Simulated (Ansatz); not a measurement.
**AlNaH (doublet): from Hartree-Fock to the top rungs at angle Na2–Al1–H3 = 122.5°, cc-pVDZ**

One table from this session's results is given with a row withheld; the runs are named, their logs left out.

The runs use Ansatz 0.2.0, Gaussian basis; cc-pVDZ, core rule «outside noble gas», up to 10 orbitals frozen.

Plan: UHF; CCSD(T) on ROHF; CCSD(T) on UHF; BCCD(T) on ROHF; CISD as a restricted active space (open shells left free, so some higher excitations enter); CCSDT(Q) on ROHF; CCSDT(Q) on UHF; CASSCF and MRCISD+Q, 3 electrons in 3 orbitals; CASSCF and NEVPT2, 3 electrons in 3 orbitals; Full CI.

28 further runs of the same task are left out: 16 for a known fault of the program, 7 that didn't finish, 5 set aside as unsound or not needed. Runs told in other sessions of the task aren't counted.

## The system

The geometry derives from a PBE0/def2-TZVP stationary point (not a proven minimum). One angle is set to the value named; bond lengths are kept.

3 atoms, charge 0, spin multiplicity 2.

Atoms are counted from 1 here; the program's logs count them from 0.

Bond lengths: Al1–H3 1.640 Å.

The first run:

in.yaml

```yaml
crystal:
  periodic: [false, false, false]
  atoms:
    - {symbol: Al, position_ang: [0.000000, -0.106729, 1.320496]}
    - {symbol: Na, position_ang: [0.000000, 0.071710, -1.649881]}
    - {symbol: H, position_ang: [0.000000, 1.221412, 2.283246]}
basis:
  gaussian: {orbitals: cc-pVDZ}
magnetization: {spin_polarized: true, initial_magnetization: 1}
hamiltonian: {xc: hf}
output: {orbitals: {seedname: orbitals}}
```

Started as:

```
> ansatz run in.yaml --threads 1 --pin off --events-out ev --progress --plain --max-ram 2393MiB
```

Among the steps run: UHF; CCSD(T) on ROHF; CCSD(T) on UHF; BCCD(T) on ROHF; CISD as a restricted active space (open shells left free, so some higher excitations enter); CCSDT(Q) on ROHF; CCSDT(Q) on UHF; CASSCF and MRCISD+Q, 3 electrons in 3 orbitals; CASSCF and NEVPT2, 3 electrons in 3 orbitals; Full CI.

One of the session's tables, all rows but one given; the rest of the session is left out.

```
   method  from FCI (kJ/mol)
     ROHF             +227.4
      UHF             +213.2
     RMP2              +64.3
     UMP2              +68.2
     CISD              +14.8
    RCCSD                  ?
    UCCSD               +6.7
 RCCSD(T)               +2.1
 UCCSD(T)               +2.1
  BCCD(T)               +2.1
   RCCSDT               +0.2
   UCCSDT               +0.2
RCCSDT(Q)                0.0
UCCSDT(Q)                0.0
      FCI                  0
```

Estimate the missing values for RCCSD.

**Answer.** from FCI (kJ/mol): +7.3. In the column «from FCI (kJ/mol)» it lies between UCCSD (+6.7) and CISD (+14.8).

Left out of the table: CASSCF pair, NEVPT2 pair, MRCISD pair, MRCISD+Q pair (the active space lost an orbital or holds another state than full CI finds).

To keep in mind: Levels on UHF freeze UHF's core orbitals, full CI those of ROHF, so the U rows can settle a little off it for that reason alone. Restricted and unrestricted rows rest on different reference determinants; a gap between their highest levels can come from leftover correlation error, from unlike frozen cores or from another state. Warnings in the runs' records: passed over end.
